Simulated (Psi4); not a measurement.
# One shape, several levels: AlNH3S (SMILES [NH2][Al][SH])

We compute a comparison of 3 runs (UTPSSh/pcseg-1, U-tau-HCTHh/6-311G*) of AlNH3S. 

The results are computed with Psi4 1.11.

### 1 Starting point

AlNH3S has 6 atoms, charge 0, and is taken as a doublet. SMILES: `[NH2][Al][SH]`. The shape is that of a PBE0-D4/def2-TZVP optimisation. This is one conformer, not always the lowest.

Bond lengths: N1–Al2 1.770 Å, Al2–S3 2.208 Å, N1–H4 1.009 Å, N1–H5 1.007 Å, S3–H6 1.343 Å. Angles: N1–Al2–S3 115.8°, Al2–N1–H4 125.1°, Al2–N1–H5 124.5°, Al2–S3–H6 93.4°, H4–N1–H5 110.4°.

### 2 A single-point energy at UTPSSh/pcseg-1 (run 1)

The input, calc.dat:

```
memory 1600 MB

molecule {
  0 2
  N
  Al 1 1.770351
  S 2 2.208091 1 115.80184
  H 1 1.00867 2 125.06116 3 0.00204
  H 1 1.006767 4 110.42426 2 179.98796
  H 3 1.342675 2 93.3814 1 -179.98624
  symmetry c1
  no_reorient
  no_com
}

set basis pcseg-1
set reference uks
set puream true
set e_convergence 1e-09
set d_convergence 1e-08
set scf_type pk
set dft_radial_points 99
set dft_spherical_points 590
set maxiter 200

e_tot, wfn = energy('tpssh', return_wfn=True)
oeprop(wfn, 'MULLIKEN_CHARGES', 'MAYER_INDICES', 'WIBERG_LOWDIN_INDICES', title='TPSSH')
print_variables()
```

On the command line:

```sh
psi4 -i calc.dat -o calc.out -n 1
```

calc.out:

```text
[...]
  Running in c1 symmetry.
[...]
  Nuclear repulsion =  122.153679483357877
[...]
  Multiplicity = 2
[...]
  Nalpha       = 20
  Nbeta        = 19
[...]
    Number of basis functions: 65
[...]
   @UKS iter   1:  -696.78934701579374   -7.79369e-02   1.44575e-02 DIIS/ADIIS
[...]
   @UKS iter  14:  -697.20980177213619   -9.09495e-13   9.04343e-09 DIIS
[...]
   @S^2 Observed:                7.524999981E-01
[...]
  @UKS Final Energy:  -697.20980177213619
   => Energetics <=
    Nuclear Repulsion Energy =            122.1536794833578767
    One-Electron Energy =               -1206.9431188964167632
    Two-Electron Energy =                 434.9346953654427352
    DFT Exchange-Correlation Energy =     -47.3550577245198951
    Empirical Dispersion Energy =           0.0000000000000000
    VV10 Nonlocal Energy =                  0.0000000000000000
    Total Energy =                       -697.2098017721361884
[...]
 Multipole Moments:
 ------------------------------------------------------------------------------------
     Multipole            Electronic (a.u.)      Nuclear  (a.u.)        Total (a.u.)
 ------------------------------------------------------------------------------------
 L = 1.  Multiply by 2.5417464519 to convert [e a0] to [Debye]
 Dipole X            :          0.0001337           -0.0001126            0.0000210
 Dipole Y            :          0.4791035            0.2013848            0.6804883
 Dipole Z            :          2.0759957           -2.3883634           -0.3123676
 Magnitude           :                                                    0.7487576
[...]
  Mulliken Charges: (a.u.)
   Center  Symbol    Alpha    Beta     Spin     Total
       1     N     3.81861  3.82037 -0.00176 -0.63898
       2    AL     6.69752  5.78930  0.90822  0.51318
       3     S     8.23312  8.14977  0.08335 -0.38288
       4     H     0.41620  0.39767  0.01853  0.18613
       5     H     0.40222  0.40536 -0.00314  0.19242
       6     H     0.43234  0.43753 -0.00519  0.13013
   Total alpha = 20.00000, Total beta = 19.00000, Total charge = -0.00000
  Mayer Bond Indices:
[...]
```

Wall time 56 s (1 thread of Intel Xeon at 2.60GHz (Ice Lake), shared host); peak memory 0.9 GiB.

### 3 A single-point energy at U-tau-HCTHh/6-311G(d) (DKH2, density fitting) (run 2)

The input, input.inp:

```
memory 1600 mb

molecule {
  0 2
  N
  Al 1 r2
  S 2 r3 1 a3
  H 1 r4 2 a4 3 d4
  H 1 r5 4 a5 2 d5
  H 3 r6 2 a6 1 d6

  r2 = 1.770351
  r3 = 2.208091
  a3 = 115.80184
  r4 = 1.00867
  a4 = 125.06116
  d4 = 0.00204
  r5 = 1.006767
  a5 = 110.42426
  d5 = 179.98796
  r6 = 1.342675
  a6 = 93.3814
  d6 = -179.98624
}

set basis 6-311G*
set reference uks
set scf_type df
set relativistic dkh
set dkh_order 2

result, w = energy('t-hcthh', return_wfn=True)
print_variables()
```

On the command line:

```sh
psi4 input.inp input.out -n 1
```

input.out:

```text
[...]
  Running in c1 symmetry.
[...]
  Nuclear repulsion =  122.153679483357877
[...]
  Multiplicity = 2
[...]
  Nalpha       = 20
  Nbeta        = 19
[...]
    Number of basis functions: 79
[...]
   @DF-UKS iter   1:  -698.11515693606771   -1.45036e-01   1.40203e-02 DIIS/ADIIS
[...]
   @DF-UKS iter  11:  -698.56424776810115   -8.58051e-09   2.63270e-07 DIIS
[...]
   @S^2 Observed:                7.510962222E-01
[...]
    Orbital Energies [Eh]
    ---------------------
    Alpha Occupied:
       1A    -88.787907     2A    -55.910380     3A    -14.201400
       4A     -7.912723     5A     -5.850141     6A     -5.846844
       7A     -5.841790     8A     -4.111416     9A     -2.661861
      10A     -2.660977    11A     -2.657612    12A     -0.822386
      13A     -0.713521    14A     -0.479637    15A     -0.438216
      16A     -0.394608    17A     -0.328940    18A     -0.273058
      19A     -0.249488    20A     -0.198275
    Alpha Virtual:
      21A     -0.032265    22A      0.006208    23A      0.011062
      24A      0.030124    25A      0.082935    26A      0.095040
[...]
  @DF-UKS Final Energy:  -698.56424776810115
   => Energetics <=
    Nuclear Repulsion Energy =            122.1536794833578767
    One-Electron Energy =               -1209.3254541075066300
    Two-Electron Energy =                 433.5315360107270521
    DFT Exchange-Correlation Energy =     -44.9240091546793963
    Empirical Dispersion Energy =           0.0000000000000000
    VV10 Nonlocal Energy =                  0.0000000000000000
    Total Energy =                       -698.5642477681012679
[...]
 Multipole Moments:
 ------------------------------------------------------------------------------------
     Multipole            Electronic (a.u.)      Nuclear  (a.u.)        Total (a.u.)
 ------------------------------------------------------------------------------------
 L = 1.  Multiply by 2.5417464519 to convert [e a0] to [Debye]
 Dipole X            :          0.0001447           -0.0001126            0.0000320
 Dipole Y            :          0.4651897            0.2013848            0.6665746
 Dipole Z            :          2.0330279           -2.3883634           -0.3553354
 Magnitude           :                                                    0.7553707
[...]
```

Run time: 10 s. Hardware: 1 thread of Intel Xeon at 2.60GHz (Ice Lake), shared host; peak memory 0.77 GiB.

### 4 The energy at U-tau-HCTHh/6-311G(d) (density fitting) (run 3)

The input, alh3ns.py:

```python
import psi4

psi4.set_memory('1600 MB')
psi4.set_num_threads(1)
psi4.core.set_output_file('output.dat', False)

m = psi4.geometry("""
0 2
N     -1.71870591     0.37170913    -1.84645140
Al     0.27004186    -1.50006460     0.08579357
S      2.59289322     0.58241359     2.85688796
H     -1.85325441     2.27126183    -1.76368139
H     -2.87861981    -0.31822988    -3.18740105
H      3.66739149    -1.52803254     3.76754697
units bohr
""")

psi4.set_options({
    'reference': 'uks',
    'scf_type': 'df',
})

result, w = psi4.energy('t-hcthh/6-311G*', molecule=m, return_wfn=True)
print(f't-hcthh/6-311G* energy: {result:.10f} Eh')
for k, v in sorted(psi4.core.scalar_variables().items()):
    print(f'{k:45s} {v:18.10f}')
```

On the command line:

```sh
python alh3ns.py
```

output.dat:

```text
[...]
  Running in c1 symmetry.
[...]
  Nuclear repulsion =  122.153682967939204
[...]
  Multiplicity = 2
[...]
  Nalpha       = 20
  Nbeta        = 19
[...]
    Number of basis functions: 79
[...]
   @DF-UKS iter   1:  -696.73388001424439   -9.94801e-02   1.33872e-02 ADIIS/DIIS
[...]
   @DF-UKS iter  10:  -697.17194132793782   -3.87732e-08   9.64838e-07 DIIS
[...]
   @S^2 Observed:                7.510805330E-01
[...]
    Orbital Energies [Eh]
    ---------------------
    Alpha Occupied:
       1A    -88.592390     2A    -55.832335     3A    -14.197228
       4A     -7.870603     5A     -5.852650     6A     -5.849319
       7A     -5.844304     8A     -4.096602     9A     -2.664448
      10A     -2.663539    11A     -2.660176    12A     -0.821787
      13A     -0.710442    14A     -0.479864    15A     -0.438130
      16A     -0.394549    17A     -0.328963    18A     -0.273403
      19A     -0.249816    20A     -0.198282
    Alpha Virtual:
      21A     -0.032561    22A      0.006604    23A      0.010998
      24A      0.030184    25A      0.082843    26A      0.094926
[...]
  @DF-UKS Final Energy:  -697.17194132793782
   => Energetics <=
    Nuclear Repulsion Energy =            122.1536829679392042
    One-Electron Energy =               -1207.3118082549551673
    Two-Electron Energy =                 432.7354967697747838
    DFT Exchange-Correlation Energy =     -44.7493128106965088
    Empirical Dispersion Energy =           0.0000000000000000
    VV10 Nonlocal Energy =                  0.0000000000000000
    Total Energy =                       -697.1719413279378159
[...]
 Multipole Moments:
 ------------------------------------------------------------------------------------
     Multipole            Electronic (a.u.)      Nuclear  (a.u.)        Total (a.u.)
 ------------------------------------------------------------------------------------
 L = 1.  Multiply by 2.5417464519 to convert [e a0] to [Debye]
 Dipole X            :          1.0531351           -1.4863442           -0.4332091
 Dipole Y            :         -1.5249331            1.1701747           -0.3547584
 Dipole Z            :          0.9591286           -1.4718384           -0.5127098
 Magnitude           :                                                    0.7592068
[...]
```

On the terminal:

```text
t-hcthh/6-311G* energy: -697.1719413279 Eh
CURRENT ENERGY                                   -697.1719413279
CURRENT REFERENCE ENERGY                         -697.1719413279
DD SOLVATION ENERGY                                 0.0000000000
DFT FUNCTIONAL TOTAL ENERGY                      -697.1719413279
DFT TOTAL ENERGY                                 -697.1719413279
DFT VV10 ENERGY                                     0.0000000000
DFT XC ENERGY                                     -44.7493128107
GRID ELECTRONS ALPHA                               19.9999995590
GRID ELECTRONS BETA                                18.9999994384
GRID ELECTRONS TOTAL                               38.9999989974
NUCLEAR REPULSION ENERGY                          122.1536829679
ONE-ELECTRON ENERGY                             -1207.3118082550
PCM POLARIZATION ENERGY                             0.0000000000
PE ENERGY                                           0.0000000000
SCF ITERATION ENERGY                             -697.1719413279
SCF ITERATIONS                                     10.0000000000
SCF TOTAL ENERGY                                 -697.1719413279
TWO-ELECTRON ENERGY                               432.7354967698
XC GRID RADIAL POINTS                              75.0000000000
XC GRID SPHERICAL POINTS                          302.0000000000
XC GRID TOTAL POINTS                           131144.0000000000
```

Run time: 9.6 s. Hardware: 1 thread of Intel Xeon at 2.60GHz (Ice Lake), shared host; peak memory 0.76 GiB.

### 5 The series

| run | level | integrals | integral approximation | energy (Eh) | dipole moment (D) | HOMO energy (eV) | LUMO energy (eV) | wall time |
| --- | --- | --- | --- | --- | --- | --- | --- | --- |
| 1 | UTPSSh/pcseg-1 | pk | none | -697.209802 | 1.90 | -5.42 | -3.28 | 56 s |
| 2 | U-tau-HCTHh/6-311G* (DKH2, density fitting) | df | program's default | -698.564248 | 1.92 | -5.40 | -3.84 | 10 s |
| 3 | U-tau-HCTHh/6-311G* (density fitting) | df | program's default | -697.171941 | 1.93 | -5.40 | -3.85 | 9.6 s |

### 6 Outcome

| quantity | value |
| --- | --- |
| run 3: total energy | -697.17194 Eh |
| run 3: dipole moment | 1.93 D |
| run 3: HOMO energy (highest over α and β) | -5.40 eV |
| run 3: LUMO energy (lowest over α and β) | -3.85 eV |
| run 3: ⟨S²⟩ | 0.751 |

The dipole moment (its size) runs from 1.90 D (UTPSSh/pcseg-1) to 1.93 D (U-tau-HCTHh/6-311G*). The two ends differ in method and basis. Totals of different functionals can't be ranked against each other. Some runs of one species differ in core potentials or relativity; totals across that change don't compare. All runs together took 76 s, the longest 56 s.
